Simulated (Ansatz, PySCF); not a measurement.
System: CH2O2, charge 0, singlet. CH2O2 (SMILES C(O)=O).
B3LYP-D3(BJ)/def2-TZVP minimum from Ansatz (an electronic-structure program):
```xyz
5

O     -1.0316    -0.4355    -0.0191
C      0.0042     0.4206     0.0039
O      1.1586     0.1057     0.0179
H     -0.6697    -1.3375    -0.0221
H     -0.3712     1.4518     0.0079
```
Charge 0, spin multiplicity 1.

Quantity: enthalpy of formation at 298 K (by atomisation, with ideal-gas terms from PySCF's Hessian at B3LYP-D3(BJ)/def2-TZVP and the atoms' measured values of the G2/97 table; no spin-orbit terms), in kJ/mol. Radicals and triplets start from unrestricted determinants; spin-orbit coupling is neglected. CBS(X,Y): correlation extrapolated as X^-3, Hartree-Fock from the larger set (Q,5: extrapolated as (X+1)exp(-9√X)). A bracket is a step between two methods taken in the basis named. Functionals run without relativity, which enters their misses. '+ core + X2C': CCSD(T) terms for core correlation (cc-pwCVTZ) and scalar relativity (cc-pVTZ-DK). Where a partner has so few electrons that a lower coupled-cluster level is exact, that level stands in.

Measured: -90.5 kcal/mol, -378.7 kJ/mol (G2/97 table in ASE (Curtiss et al.)); atomic spin-orbit terms, which the calculations lack, would raise the computed values.

Task: How far off this value is PBE/def2-TZVPD (Ansatz), in which direction, and which of these levels come nearer: r2SCAN/def2-TZVPD, B3LYP/def2-TZVPD, PBE0/def2-TZVPD, CCSD(T)/CBS(cc-pVQZ,cc-pV5Z) + core + X2C?

Result: PBE gives -462.9 kJ/mol, 84.2 kJ/mol below it. Errors of the others: r2SCAN/def2-TZVPD (Ansatz) -5.5; B3LYP/def2-TZVPD (Ansatz) 15.5; PBE0/def2-TZVPD (Ansatz) 7.3; CCSD(T)/CBS(cc-pVQZ,cc-pV5Z) + core + X2C (Ansatz) -1.5; CCSD(T)/CBS(cc-pVQZ,cc-pV5Z) + [CCSDT(Q) - CCSD(T)]/cc-pVDZ + core + X2C (Ansatz) -5.3 kJ/mol. Nearer than PBE: r2SCAN/def2-TZVPD, B3LYP/def2-TZVPD, PBE0/def2-TZVPD, CCSD(T)/CBS(cc-pVQZ,cc-pV5Z) + core + X2C, CCSD(T)/CBS(cc-pVQZ,cc-pV5Z) + [CCSDT(Q) - CCSD(T)]/cc-pVDZ + core + X2C.
